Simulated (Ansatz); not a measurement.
**Pulling the pair apart**

The pair of HF (SMILES F, atoms 1–2) and CH$_{4}$ (SMILES C, atoms 3–7), both closed shells, in one local arrangement (a lower one may exist), relaxed at PBE0-D4/def2-TZVP:

F1  (-0.091, 0.078, -2.405)
H2  (-0.057, 0.049, -1.483)
C3  (0.029, -0.025, 0.768)
H4  (0.962, 0.404, 0.400)
H5  (0.069, -0.060, 1.856)
H6  (-0.095, -1.042, 0.392)
H7  (-0.818, 0.596, 0.471)
(Å)

CH$_{4}$ is shifted rigidly along the line between the mean atom positions of the two fragments (negative: closer). Counterpoise interaction energies in kcal/mol. Ansatz 0.2.0; basis: def2-TZVPPD; cores frozen in the correlated methods. B3LYP uses VWN-RPA correlation.

```tsv
shift (Å)	PBE-D4	PBE0-D4	B3LYP-D4
-0.23	-1.64	-1.48	-0.89
-0.11	-1.97	-1.81	-1.34
0.00	-2.05	-1.90	-1.52
0.11	-1.99	-1.84	-1.53
0.27	-1.79	-1.65	-1.40
0.56	-1.33	-1.23	-1.02
1.13	-0.65	-0.61	-0.45
2.25	-0.13	-0.13	-0.07
```

At the largest shift the D4 term itself is slightly repulsive (B3LYP-D4 +0.6 meV): a quirk of that model, not of the functional.

Q: What does CCSD(T) give at these shifts? (To be estimated.)

A: The calculation gives: -0.67, -1.19, -1.41, -1.46, -1.36, -1.04, -0.52, -0.14 kcal/mol. For zero shift, CCSD(T) at an estimated basis limit (MP2 extrapolated from triple and quadruple zeta, plus CCSD(T) − MP2 in triple zeta) gives -1.65 kcal/mol. These are counterpoise interaction energies, counted from the two frozen fragments.

T1 diagnostic: at most 0.010.

For scale, one of the runs: CCSD(T)/def2-TZVPPD, 162 basis functions, launched by `ansatz run in.yaml --threads 2 --pin off --events-out ev --progress --plain --max-ram 5222MiB`. Time: 30 s of wall clock on 2 CPU threads of an Arm Neoverse N1; the host was shared. Peak host memory: 1.2 GiB.
